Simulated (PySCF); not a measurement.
# C3H9N (Methylaminoethane): the cost of one run

Computed with PySCF 2.14.0, with density-fitted response routines of our own, on a single molecule in the gas phase. Atoms count from 0, in the outputs and in this text.

## Step 1: Starting geometry

13 atoms, charge 0, multiplicity 1; geometry from: MMFF94s. The atoms were then displaced at random by about 0.03 Å, so the start is not that level's minimum.

Bonds of the start (Å): C0–C1 1.44, C1–N2 1.43, N2–C3 1.60, C0–H4 1.18, C0–H5 1.09, C0–H6 1.10, C1–H7 1.08, C1–H8 1.03, N2–H9 1.07, C3–H10 1.02, C3–H11 1.06, C3–H12 1.02.

## Step 2: Geometry optimisation at PBE0-D3(BJ)/def2-SVP

The job: settings as JSON, then the geometry in Å.

```
{"job": {"xc": "PBE0", "basis": "def2-SVP", "d3": "d3bj", "grid": 1, "shake": 0.03, "kind": "geom"}, "charge": 0, "multiplicity": 1}
C     -1.781850    -0.089210     0.251700
C     -0.463120    -0.449520    -0.194810
N      0.447750     0.622770     0.085960
C      1.959390     0.251970    -0.282650
H     -2.167870     0.875790    -0.316380
H     -2.575580    -0.788910     0.000440
H     -1.859290     0.173030     1.317360
H     -0.127210    -1.340970     0.324120
H     -0.457850    -0.631090    -1.205640
H      0.479160     0.828400     1.140450
H      2.523240     1.054980    -0.018790
H      1.942460     0.050750    -1.326900
H      2.111400    -0.610130     0.247360
```

On the command line:

```
> OMP_NUM_THREADS=1 python probes_run.py task.json out
```

One launch serves the whole session: the jobs run in the order shown.

**Question.** How long does this first job take on 1 thread of Arm Neoverse V2, shared host, and how much memory does it need?

About 21 s, with a peak of 0.4 GiB.
